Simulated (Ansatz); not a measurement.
# C₂H₆ (triplet): wave-function methods side by side at distance C1–H5 along a hydrogen transfer = 1.496 Å, cc-pVDZ

How much of the correlation energy of C₂H₆ (triplet) does each wave-function method recover here?

Method: cc-pVDZ, core rule «outside noble gas», up to 2 orbitals frozen; program: Ansatz 0.2.0, Gaussian basis.

Plan: UHF; CCSD(T) on ROHF; CCSD(T) on UHF; BCCD(T) on ROHF; CISD; CCSDT(Q) on ROHF; CCSDT(Q) on UHF; CASSCF and MRCISD+Q, 4 electrons in 4 orbitals; CASSCF and NEVPT2, 4 electrons in 4 orbitals; CASSCF and MRCISD+Q, 10 electrons in 10 orbitals; CASSCF and NEVPT2, 10 electrons in 10 orbitals.

## Step 1: What is computed

The geometry derives from fragments relaxed apart (PBE0/def2-TZVP) and kept rigid, so it is no stationary point. A hydrogen atom is moved between rigid fragments.

8 atoms, charge 0, spin multiplicity 3.

Atoms are counted from 1 here; the program's logs count them from 0.

Bond lengths: C1–H2 1.090 Å, C1–H3 1.090 Å, C1–H4 1.090 Å, H5–C6 1.253 Å, C6–H7 1.079 Å, C6–H8 1.079 Å. Angles: H2–C1–H3 109.5°, H2–C1–H4 109.5°, H3–C1–H4 109.5°, H5–C6–H7 112.6°, H5–C6–H8 112.6°, H7–C6–H8 134.8°.

As a file:

```csv
atom,x (Å),y (Å),z (Å)
C1,-1.3238,0.0000,0.0000
H2,-1.6870,1.0273,0.0000
H3,-1.6870,-0.5137,0.8897
H4,-1.6870,-0.5137,-0.8897
H5,0.1722,0.0000,0.0000
C6,1.4252,0.0000,0.0000
H7,1.8397,0.0000,0.9962
H8,1.8397,0.0000,-0.9962
```

## Step 2: UHF

in.yaml

```yaml
crystal:
  periodic: [false, false, false]
  atoms:
    - {symbol: C, position_ang: [-1.323760, 0.000000, 0.000000]}
    - {symbol: H, position_ang: [-1.686966, 1.027300, 0.000000]}
    - {symbol: H, position_ang: [-1.686966, -0.513651, 0.889668]}
    - {symbol: H, position_ang: [-1.686966, -0.513650, -0.889669]}
    - {symbol: H, position_ang: [0.172240, 0.000000, 0.000000]}
    - {symbol: C, position_ang: [1.425240, 0.000000, 0.000000]}
    - {symbol: H, position_ang: [1.839708, 0.000000, 0.996162]}
    - {symbol: H, position_ang: [1.839708, 0.000000, -0.996161]}
basis:
  gaussian: {orbitals: cc-pVDZ}
magnetization: {spin_polarized: true, initial_magnetization: 2}
hamiltonian: {xc: hf}
output: {orbitals: {seedname: orbitals}}
```

Command:

```sh
$ ansatz run in.yaml --threads 1 --pin off --events-out ev --progress --plain --max-ram 2816MiB --backend cpu
```

Further steps of the session: CCSD(T) on ROHF; CCSD(T) on UHF; BCCD(T) on ROHF; CISD; CCSDT(Q) on ROHF; CCSDT(Q) on UHF; CASSCF and MRCISD+Q, 4 electrons in 4 orbitals; CASSCF and NEVPT2, 4 electrons in 4 orbitals; CASSCF and MRCISD+Q, 10 electrons in 10 orbitals; CASSCF and NEVPT2, 10 electrons in 10 orbitals.

Before running them: what should the planned runs give, taken together? Wanted: UCCSDT(Q) below the RHF energy; RMP2 from UCCSDT(Q); UMP2 from UCCSDT(Q); RCCSD from UCCSDT(Q); RCCSD(T) from UCCSDT(Q); UCCSD(T) from UCCSDT(Q); RCCSDT(Q) from UCCSDT(Q); NEVPT2 pair from UCCSDT(Q); MRCISD+Q pair from UCCSDT(Q).

As calculated:

| quantity | value |
| --- | --- |
| UCCSDT(Q) below the RHF energy | -9.1128 eV |
| RMP2 from UCCSDT(Q) | +1416.8 meV |
| UMP2 from UCCSDT(Q) | +1461.9 meV |
| RCCSD from UCCSDT(Q) | +235.1 meV |
| RCCSD(T) from UCCSDT(Q) | +35.4 meV |
| UCCSD(T) from UCCSDT(Q) | +36.4 meV |
| RCCSDT(Q) from UCCSDT(Q) | +1.0 meV |
| NEVPT2 pair from UCCSDT(Q) | +1403.7 meV |
| MRCISD+Q pair from UCCSDT(Q) | +107.9 meV |
| NEVPT2 frontier from UCCSDT(Q) | +1342.5 meV |
| levels within 1 kcal/mol (43 meV) | RCCSD(T), UCCSD(T), BCCD(T), RCCSDT, UCCSDT, RCCSDT(Q) |
| T1 diagnostic | 0.022 |

What this shows: RCCSD(T) misses by +35.4 meV, 0.4 % of the correlation energy. Of the multireference levels listed MRCISD+Q frontier comes nearest in total energy (+51.7 meV), which doesn't show that its space is the better one. These misses are within one basis, not against nature; the frozen cores of restricted and unrestricted runs differ, which can shift their rows.
